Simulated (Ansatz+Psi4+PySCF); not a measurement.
# doublet NH3(+): levels of theory in one basis

```xyz
4

N     0.1165    0.0000    0.0000
H    -0.2756    0.9490    0.0000
H    -0.2718   -0.4699    0.8138
H    -0.2718   -0.4699   -0.8138
```

Basis set: cc-pVTZ (spherical functions). Frozen core: 1 orbital. Correlation on ROHF uses semicanonical orbitals with singles. Charge 1, multiplicity 2.

Computed with Ansatz (development build ahead of 0.2.0) and Psi4 1.11; each method stands on the lowest determinant of its kind that the runs found.

| method | E − E(ROHF) (eV) | <S²> of the determinant |
| --- | --- | --- |
| ROHF | 0.00 | 0.75 |
| UHF | -0.11 | 0.76 |
| ROHF-MP2 | -5.01 | – |
| UHF-MP2 | -5.01 | 0.76 |
